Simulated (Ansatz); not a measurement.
A calculation with Ansatz (development build ahead of 0.2.0).

```yaml
crystal:
  periodic: [false, false, false]
  atoms:
    - { symbol: C, position_ang: [0.3755, -1.2317, 0.1529] }
    - { symbol: C, position_ang: [-0.1567, 0.1401, 0.54] }
    - { symbol: C, position_ang: [-0.2366, 1.1075, -0.6316] }
    - { symbol: H, position_ang: [0.4227, -1.9104, 1.0185] }
    - { symbol: H, position_ang: [-0.2636, -1.7084, -0.6084] }
    - { symbol: H, position_ang: [1.3911, -1.1619, -0.2701] }
    - { symbol: H, position_ang: [0.4824, 0.5722, 1.3297] }
    - { symbol: H, position_ang: [-1.1567, 0.0309, 0.9946] }
    - { symbol: H, position_ang: [-0.6244, 2.0907, -0.3234] }
    - { symbol: H, position_ang: [0.755, 1.2689, -1.0854] }
    - { symbol: H, position_ang: [-0.8997, 0.7224, -1.4236] }
basis:
  gaussian: { orbitals: def2-SVP }
total_charge: 1
magnetization:
  spin_polarized: true
  initial_magnetization: 1
hamiltonian:
  xc: hf
correlation:
  method: mp2
  frozen_orbitals: { C: 1, H: 0 }
output:
  forces: true
```

The input is written out in the form of the current development build from the run's settings.

Results

| Item | Value |
| --- | --- |
| Converged | yes |
| Reference energy | -117.75848 hartree |
| Correlation energy | -0.41921 hartree |
| Total energy | -118.17769 hartree |
| Spin squared of the determinant | 0.766 |
| Stability test | minimum |

Forces (eV/Å):
```csv
atom,Fx,Fy,Fz
C1,9.643,-17.220,-19.360
C2,-15.872,44.636,5.713
C3,10.942,-33.825,0.985
H4,-2.407,3.469,6.176
H5,0.607,1.062,-0.161
H6,-0.998,0.531,-0.489
H7,-2.313,-5.929,3.030
H8,4.016,-3.824,4.321
H9,-2.119,2.892,5.678
H10,-2.779,3.427,-3.358
H11,1.280,4.781,-2.534
```

Caution: MP2 forces lie far from those of the mean fields; the determinant breaks the point group.
